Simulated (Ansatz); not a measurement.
**Si₂P+ (singlet): the correlation ladder, cc-pVTZ**

One table from this session's results is given with a row withheld; the runs are named, their logs left out.

The runs use Ansatz 0.2.0, Gaussian basis; cc-pVTZ, core rule «outside noble gas», up to 15 orbitals frozen.

To be run: UHF; CCSD(T) on RHF; BCCD(T) on RHF; CCSDT(Q) on RHF.

5 further runs of the same task are left out: 3 for a known fault of the program, 2 set aside as unsound or not needed.

### What is computed

The geometry is a PBE0/def2-TZVP stationary point (not a proven minimum) of the parent state, kept for this charge and spin.

3 atoms, charge 1, spin multiplicity 1.

Atoms are counted from 1 here; the program's logs count them from 0.

Bond lengths: Si1–P2 2.098 Å, P2–Si3 2.098 Å. Angles: Si1–P2–Si3 117.5°.

As a file:

```xyz
3

Si    0.0000   -0.3866    1.7940
P     0.0000    0.7011    0.0000
Si    0.0000   -0.3866   -1.7940
```

Set-up of the first run:

The input, in.yaml:

```yaml
crystal:
  periodic: [false, false, false]
  atoms:
    - {symbol: Si, position_ang: [0.000000, -0.386578, 1.794001]}
    - {symbol: P, position_ang: [0.000000, 0.701061, 0.000000]}
    - {symbol: Si, position_ang: [0.000000, -0.386578, -1.794001]}
basis:
  gaussian: {orbitals: cc-pVTZ}
total_charge: 1
magnetization: {spin_polarized: true, initial_magnetization: 0}
hamiltonian: {xc: hf}
output: {orbitals: {seedname: orbitals}}
```

The run is started by

```console
> ansatz run in.yaml --threads 1 --pin off --events-out ev --progress --plain --max-ram 4096MiB --backend cpu
```

Among the steps run: UHF; CCSD(T) on RHF; BCCD(T) on RHF; CCSDT(Q) on RHF.

One table of the session follows, with a row left open; its other results are not shown here.

| method | from RCCSDT(Q) (meV) |
| --- | --- |
| RHF | +9983.8 |
| RMP2 | +1610.2 |
| RCCSD | +827.1 |
| RCCSD(T) | ? |
| BCCD(T) | +109.9 |
| RCCSDT | +87.0 |
| RCCSDT(Q) | 0 |

Q: Estimate the row for RCCSD(T) from the others.

The run gave: from RCCSDT(Q) (meV): +119.4. In the column «from RCCSDT(Q) (meV)» it lies between BCCD(T) (+109.9) and RCCSD (+827.1).
